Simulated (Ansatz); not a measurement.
# TlS (I4/mcm, No. 140)

Computed with PBEsol (plane waves, PAW; Ansatz, an electronic-structure program).

Run with plane-wave cutoff 520 eV, 8×8×8 k mesh, Fermi–Dirac smearing 0.01 eV, scalar-relativistic PAW data made under PBE.

Cell: measured lattice: a = b = 7.786 Å, c = 6.800 Å, α = β = γ = 90.00°.

```yaml
band_gap: 0.15 eV
smallest_direct_gap_on_the_k_points_sampled: 0.71 eV
direct gap at Γ: 2.04 eV
```

Note: cell and atoms aren't relaxed at this level (largest force component 0.25 eV/Å, pressure -1.4 GPa).

Spin–orbit coupling is not included; it can close the smallest gap of 0.15 eV.

The computed numbers hold no vibrational or temperature effects.

It cost about 90 core-seconds (a rough figure) of CPU time.
